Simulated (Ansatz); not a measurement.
CH₂FNS (`N=C(F)S`), relaxed with RKS PBE-D4/def2-SVP in Ansatz from a rough embedded geometry. The force threshold is 0.03 eV/Å; the program also tests the step.

Charge 0, multiplicity 1.

Start:

```xyz
6

N     0.595    0.852    0.644
C    -0.379    0.494   -0.116
F    -1.300    1.404   -0.348
S    -0.507   -1.012   -0.844
H     1.232   -0.017    0.744
H     0.359   -1.720   -0.080
```

(1) By how much does the energy fall, and how many steps does the optimiser take? (An estimate is asked.)

(2) Which bonds change most? (Estimate.)

(3) Give the relaxed structure. (Estimate.)

Answers

(1) Computed: 48.22 kJ/mol, in 7 steps.

(2) The calculation gave: C2–S4 from 1.678 to 1.793 Å; N1–H5 from 1.082 to 1.027 Å; C2–F3 from 1.315 to 1.344 Å; N1–C2 from 1.287 to 1.260 Å.

(3) Ansatz gave: 
```xyz
6

N     0.630    0.882    0.680
C    -0.307    0.482   -0.061
F    -1.263    1.346   -0.441
S    -0.719   -1.098   -0.802
H     1.306    0.145    0.912
H     0.354   -1.758   -0.287
```
